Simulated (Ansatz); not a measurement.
# BH2 (quartet): from Hartree-Fock to the top rungs, aug-cc-pVDZ

Aim: climb from Hartree-Fock through coupled cluster and multireference methods for BH2 (quartet) at one geometry and basis, and see what each rung misses.

Program: Ansatz 0.2.0, Gaussian basis. Level of theory: aug-cc-pVDZ, core rule «outside noble gas», up to 1 orbitals frozen. These are calculated values, not measurements.

To be run: UHF; CCSD(T) on ROHF; CCSD(T) on UHF; BCCD(T) on ROHF; CISD; CCSDT(Q) on ROHF; CCSDT(Q) on UHF; CISDTQ; CCSDTQ on ROHF; CCSDTQ on UHF; CASSCF and MRCISD+Q, 5 electrons in 6 orbitals; CASSCF and MRCISD+Q(relaxed), 5 electrons in 6 orbitals; CASSCF and NEVPT2, 5 electrons in 6 orbitals; Full CI.

9 further runs of the same task are left out: 2 for a known fault of the program, 1 that didn't finish, 6 set aside as unsound or not needed.

### Step 1. The geometry

The geometry is a PBE0/def2-TZVPD stationary point (not a proven minimum) of the parent state, kept for this charge and spin.

3 atoms, charge 0, spin multiplicity 4.

Atoms are counted from 1 here; the program's logs count them from 0.

Bond lengths: B1–H2 1.209 Å, B1–H3 1.209 Å. Angles: H2–B1–H3 128.9°.

### Step 2. UHF

The input, in.yaml:

```yaml
crystal:
  periodic: [false, false, false]
  atoms:
    - {symbol: B, position_ang: [0.000000, -0.081894, 0.000000]}
    - {symbol: H, position_ang: [0.000000, 0.439190, -1.091073]}
    - {symbol: H, position_ang: [0.000000, 0.439190, 1.091073]}
basis:
  gaussian: {orbitals: aug-cc-pVDZ}
magnetization: {spin_polarized: true, initial_magnetization: 3}
hamiltonian: {xc: hf}
output: {orbitals: {seedname: orbitals}}
```

On the command line:

```bash
> ansatz run in.yaml --threads 1 --pin off --events-out ev --progress --plain --max-ram 2816MiB --backend cpu
```

After this run come: CCSD(T) on ROHF; CCSD(T) on UHF; BCCD(T) on ROHF; CISD; CCSDT(Q) on ROHF; CCSDT(Q) on UHF; CISDTQ; CCSDTQ on ROHF; CCSDTQ on UHF; CASSCF and MRCISD+Q, 5 electrons in 6 orbitals; CASSCF and MRCISD+Q(relaxed), 5 electrons in 6 orbitals; CASSCF and NEVPT2, 5 electrons in 6 orbitals; Full CI.

Before running them: what should the planned runs give, taken together? Wanted: FCI below the RHF energy; RMP2 from FCI; UMP2 from FCI; RCCSD from FCI; RCCSD(T) from FCI; UCCSD(T) from FCI; RCCSDT(Q) from FCI; UCCSDT(Q) from FCI; NEVPT2 valence from FCI.

As calculated:

| quantity | value |
| --- | --- |
| FCI below the RHF energy | -2.5098 eV |
| RMP2 from FCI | +14.14 kcal/mol |
| UMP2 from FCI | +15.04 kcal/mol |
| RCCSD from FCI | +2.05 kcal/mol |
| RCCSD(T) from FCI | +0.50 kcal/mol |
| UCCSD(T) from FCI | +0.47 kcal/mol |
| RCCSDT(Q) from FCI | +0.01 kcal/mol |
| UCCSDT(Q) from FCI | -0.01 kcal/mol |
| NEVPT2 valence from FCI | +9.97 kcal/mol |
| MRCISD+Q valence from FCI | +0.03 kcal/mol |
| MRCISD+Q(relaxed) valence from FCI | -0.41 kcal/mol |
| levels within 1 kcal/mol (43 meV) | RCCSD(T), UCCSD(T), BCCD(T), RCCSDT, UCCSDT, CISDTQ, RCCSDT(Q), UCCSDT(Q), RCCSDTQ, UCCSDTQ, MRCISD+Q valence, MRCISD+Q(relaxed) valence |
| T1 diagnostic | 0.016 |
| effectively unpaired electrons | 3.02 |

RCCSD(T) lands +0.50 kcal/mol from the yardstick (0.9 % of the correlation energy). MRCISD+Q(relaxed) valence falls below full CI: the +Q correction isn't variational, and the cores differ from full CI's. One determinant dominates. Of the multireference levels listed MRCISD+Q valence comes nearest in total energy (+0.03 kcal/mol), which doesn't show that its space is the better one. Coupled cluster took another determinant than the lowest Hartree-Fock one. These misses are within one basis, not against nature; the frozen cores of restricted and unrestricted runs differ, which can shift their rows.
